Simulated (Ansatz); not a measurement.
Reaction (substitution at a C–C bond): `C/C(=C/F)CF` + `OC(F)Cl` → `FCOC(F)Cl` + `C/C=C\F`

Computed with Ansatz on PBE0-D4/def2-TZVP structures; ΔE is electronic, products minus reactants. CCSD(T)/CBS is the MP2 limit (def2-TZVPP, def2-QZVPP) plus CCSD(T) − MP2 in def2-TZVPP, frozen cores. Double bonds are as drawn, so ΔE can hold a change between cis and trans. DFT in def2-TZVPP. B3LYP here is the variant with VWN-RPA as its local correlation; programs differ in this. Each species was taken in one conformer, which may not be the lowest.

Q: Is it downhill or uphill in electronic energy at CCSD(T)/CBS, and by how much? (Best estimate.)

A: The calculation gave: Uphill: ΔE = +32.6 kJ/mol.

Q: What do these levels give: r2SCAN-D4, PBE0-D4, B3LYP-D4, r2SCAN, PBE0, HF/def2-TZVPP, MP2/def2-TZVPP, SCS-MP2/def2-TZVPP, MP2/def2-QZVPP, HF/CBS(def2), MP2/CBS(def2), CCSD/CBS(def2)? (Estimate.)

A: The calculation gave: r2SCAN-D4 32.4, PBE0-D4 34.3, B3LYP-D4 30.9, r2SCAN 32.1, PBE0 33.2, HF/def2-TZVPP 20.6, MP2/def2-TZVPP 34.3, SCS-MP2/def2-TZVPP 30.3, MP2/def2-QZVPP 35.8, HF/CBS(def2) 20.3, MP2/CBS(def2) 37.1, CCSD/CBS(def2) 31.6 kJ/mol.

Largest T1 diagnostic among the species: 0.012.

In def2-TZVPP, CCSD(T) changes the Hartree–Fock value by +9.2 kJ/mol (the triples alone add +0.9 kJ/mol) and MP2 by +13.7 kJ/mol.
